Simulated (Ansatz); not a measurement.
CsCl-type TlCl, treated with revPBE in Ansatz (plane waves, PAW).

Run with plane-wave cutoff 520 eV, 10×10×10 k mesh, Fermi–Dirac smearing 0.01 eV, scalar-relativistic PAW data made under PBE.

Cell (relaxed at this level):

TlCl is taken in the cubic space group Pm-3m (No. 221), the CsCl type structure, Pearson symbol cP2. Cell: a = b = c = 4.003 Å, α = β = γ = 90.00°. Tl on 1a has no neighbour by this rule. Cl on 1b is surrounded by no neighbour by this rule. (Neighbours: up to the widest gap in distance over summed covalent radii, below 1.35, at either atom; cation-cation and far metal-metal contacts left out.)

**Question.** Predict the bulk modulus, band gap, direct gap at Γ and pressure derivative B′ of the bulk modulus.

**Answer.** 
bulk modulus: 16.2 GPa
band gap: 2.49 eV
direct gap at Γ: 8.37 eV
pressure derivative B′ of the bulk modulus: 5.2

Note: the cell is over a tenth larger than the published one: the level's own overestimate first of all, though another phase or state, or a fault of the published cell, is possible.

Spin–orbit coupling is not included; with these elements it can move the gap by several tenths of an eV or more.

Static lattice: no zero-point or thermal effects.

Ansatz is a program for electronic structure.
